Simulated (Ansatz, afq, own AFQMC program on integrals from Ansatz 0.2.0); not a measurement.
**BGe, quartet in cc-pVDZ, levels against full CI**

```yaml
atoms:
  - { symbol: Ge, position_ang: [0.0000, 0.0000, 0.0000] }
  - { symbol: B, position_ang: [0.0000, 0.0000, 2.7780] }
```

Basis cc-pVDZ. Only valence electrons are correlated. AFQMC by an in-house program on the Cholesky factors that Ansatz 0.2.0 writes for its CCSD(T) run. The CISD trial takes its coefficients from CCSD amplitudes. Released means that phaseless walkers are propagated on without the constraint, phases kept. Error bars are statistical, one sigma. No spin–orbit coupling.

Determinant: UHF, the one that the program's search chose, which needn't be the lowest solution. The geometry is a point of a scan.

Full CI on the same integrals is exact in this basis and with this determinant's frozen core.

Cautions: no relativity below Rb; no spin-orbit coupling; inner d shell frozen; lower spins were not checked; strong correlation (T1 0.088, weight of the determinant 0.77, largest double 0.13); the released energies have errors that jump between times, so the bars are unsure, so no released level is given (meV from the phaseless value at times in 1/Eh: -45 ± 40 at 0.24, -23 ± 5 at 0.51, -35 ± 5 at 0.99, -44 ± 10 at 1.62, -444 ± 374 at 2.40).

The T1 diagnostic is 0.0878. The weight of the determinant in the CISD state is 0.767. The ⟨S²⟩ of the determinant is 3.768 and the size of the correlated space is 7 electrons in 26 orbitals.

Reference: full CI, correlation energy -3.934 eV. The cautions show a poor starting determinant, so the rows tell how each method copes with it here, and full CI is the sure value.

| level | E − E(reference) (kJ/mol) | share of correlation (%) |
| --- | --- | --- |
| HF | 379.6 | 0.00 |
| MP2 | 143.4 | 62.22 |
| CCSD | 30.4 | 91.98 |
| CCSD(T) | 12.4 | 96.72 |
| CCSDT | 2.1 | 99.46 |
| CCSDT(Q) | -2.1 | 100.56 |
| CCSDTQ | 0.0 | 100.00 |
| ph-AFQMC/HF | 27.7 ± 2.2 | 92.71 |
| ph-AFQMC/CISD | 11.2 ± 0.5 | 97.05 |

CCSDT and higher add their correlation energy to the determinant of the CCSD(T) run, since their own runs factorise the integrals more tightly (a shift of under 2 meV). A walk keeps the symmetry of its determinant, which the program's search chose and which needn't be the lowest solution, so a lower state of the same spin and another symmetry isn't excluded.
